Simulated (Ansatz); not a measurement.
The input, for Ansatz 0.2.0:

```yaml
crystal:
  periodic: [false, false, false]
  atoms:
    - {symbol: Mo, position_ang: [0.000000, 0.000000, 0.000000]}
    - {symbol: H, position_ang: [0.000000, 0.431079, 1.795720]}
    - {symbol: H, position_ang: [0.000000, -0.431079, 1.795720]}
    - {symbol: H, position_ang: [0.000000, 0.431079, -1.795720]}
    - {symbol: H, position_ang: [0.000000, -0.431079, -1.795720]}
basis:
  gaussian: {orbitals: def2-SVP}
total_charge: 1
magnetization: {spin_polarized: false, initial_magnetization: 5}
correlation: {method: sc_nevpt2, electrons: outside_noble_gas, active_space: {window: {electrons: 9, orbitals: 10}, shells: [{species: H, l: s, shell: 1}, {species: Mo, l: s, shell: 5}, {species: Mo, l: d, shell: 4}]}}
```

```sh
$ ansatz run in.yaml --threads 1 --pin off --events-out ev --progress --plain --max-ram 2393MiB
```

Log:

```
951 factors; integrals over basis functions are off by at most 1.7e-7 eV
mean field evaluation 1: about -1890.9010 eV, gradient 1.9e1 eV
mean field evaluation 2: about -1890.9747 eV, gradient 1.9e1 eV
mean field evaluation 4: about -1892.1993 eV, gradient 3.8e0 eV
mean field evaluation 8: about -1892.2519 eV, gradient 6.4e-4 eV
mean field -1892.25194085 eV, -69.5389762118 hartree, gradient 9.9e-6 eV, S^2 8.750000; 0 other end points of the search recorded, 0 dependent functions left out
reference -1892.25194085 eV, -69.5389762118 hartree; 11, 6 occupied and 40, 45 virtual orbitals, 951 factors
state -1893.54545037 eV, -69.5865118100 hartree
state -1893.54545037 eV, -69.5865118100 hartree; corrected -1895.51245749 eV, -69.6587979883 hartree
Total energy: -1895.51245749 eV, -69.6587979883 hartree
Checks for a lower state left out: starts, orbital_swaps
```

Natural occupations: 1.9687 1.9669 1.0005 1.0000 1.0000 1.0000 0.9997 0.0315 0.0247 0.0079.

Ran on 1 thread of Intel Xeon, shared host: 9.5 s wall, 0.13 GiB peak host memory.
